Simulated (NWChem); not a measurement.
isobutane (C4H10); SMILES CC(C)C

```xyz
14

C      0.4645     1.3775    -0.0950
C      0.0000     0.0000     0.3675
C      0.9606    -1.0910    -0.0950
C     -1.4252    -0.2864    -0.0950
H      1.4803     1.6037     0.2662
H      0.4834     1.4360    -1.1967
H     -0.2057     2.1728     0.2676
H      0.0000     0.0000     1.4736
H      1.9845    -0.9083     0.2676
H      1.0019    -1.1366    -1.1967
H      0.6487    -2.0838     0.2662
H     -1.7789    -1.2645     0.2676
H     -2.1290     0.4801     0.2662
H     -1.4853    -0.2994    -1.1967
```
Atoms are numbered in this order, from 1.

STO-3G and 3-21G are far too small for this property and stand as cheap habits. The geometry was optimised at PBE0/def2-SVP.

### Question
List the 4 lowest vertical singlet excitations from PBE/3-21G, TDA (NWChem).

### Answer
```tsv
state	energy (eV)	oscillator strength	leading excitation (squared amplitude)
S1	9.72	0.002	HOMO → LUMO (0.99)
S2	10.11	0.043	HOMO−1 → LUMO (0.94)
S3	10.11	0.043	HOMO−2 → LUMO (0.94)
S4	10.77	0.000	HOMO−3 → LUMO (0.98)
```
